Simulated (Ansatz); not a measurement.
A nudged elastic band was laid between two geometries of CH4BCl + H2 (9 atoms, charge 0, multiplicity 1).

Theory: RKS B3LYP/def2-SVP in Ansatz 0.2.0.

```json
{"movable images": "5", "climbing image": "yes", "spring": "5.0 eV/Å²", "optimiser": "quadratic models (default)", "start path": "through a guess of the saddle point", "force threshold": "0.2 eV/Å", "iteration limit": "60", "end points": "relaxed"}
```

Image 0:

```xyz
9
Properties=species:S:1:pos:R:3
B 0.180 -0.724 -0.060
Cl -0.016 -0.238 1.626
C 1.505 -0.476 -0.838
H 1.817 -1.395 -1.367
H 1.294 0.258 -1.641
H 2.339 -0.097 -0.230
H -0.782 -1.239 -0.570
H -0.408 3.665 1.331
H -0.326 2.916 1.444
```

Image 6:

```xyz
9
Properties=species:S:1:pos:R:3
B 0.054 0.453 -0.477
Cl 0.068 0.319 2.476
C 1.443 -0.166 -0.828
H 1.536 -1.244 -0.624
H 1.513 -0.054 -1.933
H 2.310 0.372 -0.412
H -0.957 -0.208 -0.530
H -0.064 1.648 -0.319
H -0.302 1.549 2.342
```

(1) Which bonds break or form, and what moves?

(2) What energy profile does the band end with?

(3) What is the geometry of the highest image?

Results:

(1) Bonds broken: B1–Cl2, H8–H9. Bonds formed: B1–H8, Cl2–H9. CH4BCl + H2 becomes CH5B + ClH.

(2) The forces met the threshold. The highest image is number 4 of 0 to 6, 122.6 kJ/mol above the first end and 42.6 kJ/mol above the last; the last end lies 80.1 kJ/mol above the first. The threshold of 0.2 eV/Å is loose, so the images may lie well off the minimum-energy path. The order of the stationary point at the top wasn't checked. The orbitals stay closed-shell, which can raise the energy where a bond breaks towards radicals; this wasn't checked here.

```json
{"image": "0", "path coordinate (Å)": "0.00", "energy (kJ/mol)": "0.0", "B1–Cl2 (Å)": "1.77", "H8–H9 (Å)": "0.76", "B1–H8 (Å)": "4.64"}
{"image": "1", "path coordinate (Å)": "1.03", "energy (kJ/mol)": "0.7", "B1–Cl2 (Å)": "1.77", "H8–H9 (Å)": "0.76", "B1–H8 (Å)": "3.93"}
{"image": "2", "path coordinate (Å)": "2.06", "energy (kJ/mol)": "2.5", "B1–Cl2 (Å)": "1.77", "H8–H9 (Å)": "0.76", "B1–H8 (Å)": "3.11"}
{"image": "3", "path coordinate (Å)": "3.09", "energy (kJ/mol)": "25.1", "B1–Cl2 (Å)": "1.80", "H8–H9 (Å)": "0.76", "B1–H8 (Å)": "2.13"}
{"image": "4", "path coordinate (Å)": "4.12", "energy (kJ/mol)": "122.6", "B1–Cl2 (Å)": "2.18", "H8–H9 (Å)": "1.06", "B1–H8 (Å)": "1.31"}
{"image": "5", "path coordinate (Å)": "5.11", "energy (kJ/mol)": "82.8", "B1–Cl2 (Å)": "3.01", "H8–H9 (Å)": "1.83", "B1–H8 (Å)": "1.22"}
{"image": "6", "path coordinate (Å)": "6.10", "energy (kJ/mol)": "80.1", "B1–Cl2 (Å)": "2.96", "H8–H9 (Å)": "2.67", "B1–H8 (Å)": "1.21"}
```

(3) 
```xyz
9
Properties=species:S:1:pos:R:3:forces:R:3
B 0.027 0.268 -0.005 0.12 -0.02 0.15
Cl 0.196 0.326 2.169 0.01 -0.04 -0.10
C 1.417 -0.065 -0.678 -0.10 0.08 0.05
H 1.518 -1.139 -0.902 -0.04 0.00 0.06
H 1.496 0.474 -1.639 -0.01 -0.03 -0.05
H 2.280 0.236 -0.067 0.00 0.06 0.01
H -1.006 -0.315 -0.181 -0.03 0.03 -0.04
H -0.245 1.550 -0.013 0.07 -0.03 0.08
H -0.081 1.335 1.011 -0.02 -0.05 -0.15
```

Time of the run: 110 s on 1 thread of Arm Neoverse V2, with other jobs on the host, peak memory 0.16 GiB.
